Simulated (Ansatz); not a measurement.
[BMeH3]- (CH₆B⁻). The state is a singlet with charge -1. Geometry PBE-D4/def2-TZVPD; atoms count from 1.

```tsv
atom	x (Å)	y (Å)	z (Å)
B1	0.648	0.392	0.316
C2	-0.656	-0.397	-0.320
H3	-0.754	-0.246	-1.414
H4	-1.616	-0.062	0.124
H5	-0.610	-1.494	-0.163
H6	0.722	0.199	1.548
H7	0.559	1.622	0.117
H8	1.707	-0.014	-0.208
```

Question: Estimate the Mulliken populations from the PBE0/def2-TZVPD orbitals of Ansatz.

Answer: 
```tsv
atom	charge (e)
B1	-0.71
C2	-0.57
H3	0.16
H4	0.16
H5	0.16
H6	-0.07
H7	-0.07
H8	-0.07
```
Mulliken values depend strongly on the basis. With diffuse functions, as here, like atoms can get unlike values, and bond orders can come out too low or too high.

Question: And the Mayer bond orders between heavy atoms (over 0.3)?

Answer: B1–C2 1.10 (1.65 Å).
